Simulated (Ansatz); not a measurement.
## Ansatz (development build ahead of 0.2.0) run

```yaml
crystal:
  periodic: [false, false, false]
  atoms:
    - { symbol: C, position_ang: [-0.04756, 0.01764, -0.81074] }
    - { symbol: O, position_ang: [0.02172, -0.08776, 0.39337] }
basis:
  gaussian: { orbitals: aug-cc-pVDZ }
total_charge: 1
magnetization:
  spin_polarized: true
  initial_magnetization: 1
hamiltonian:
  xc: hf
correlation:
  method: mp2
  frozen_orbitals: { C: 1, O: 1 }
```

The input is written out in the form of the current development build from the run's settings.

Results

```yaml
Converged: yes
Reference_energy: -112.25158 hartree
Correlation_energy: -0.24959 hartree
Total_energy: -112.50117 hartree
Spin_squared_of_the_determinant: 1.303
```

Caution: the unrestricted determinant is spin contaminated.
